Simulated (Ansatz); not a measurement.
Telling isomers of BH3NSi apart by their spectra

These gas-phase data were calculated for one isomer of BH3NSi at r2SCAN-D4/def2-SVP (harmonic, unscaled wavenumbers; equilibrium rotational constants with average atomic masses):

- rotational constants: 132, 5.46, 5.329 GHz
- all wavenumbers above 1500 cm⁻¹: 2864, 2212, 2186, 1856

Candidates:

(1) `B=N[SiH2]`, a doublet
(2) `N=B[SiH2]`, a doublet

Q: Assign the data to one candidate and say why.

A: Candidate (1). The band at 2864 cm⁻¹ lies where the B–H stretch is expected; (2) has no mode between 2350 and 2900 cm⁻¹.

The same quantities for all candidates:

```
     rotational constants (GHz)  wavenumbers above 1500 cm⁻¹  E above the lowest, r2SCAN-D4/def2-SVP (kcal/mol)
(1)            132, 5.46, 5.329       2864, 2212, 2186, 1856                                                0.0
(2)          141.1, 4.25, 4.158       3867, 2252, 2231, 1935                                               12.2
```

Harmonic stretches to hydrogen usually lie a few per cent above observed fundamentals. Each candidate is one conformer. Open shells are spin-unrestricted. Programs: Ansatz 0.2.0.
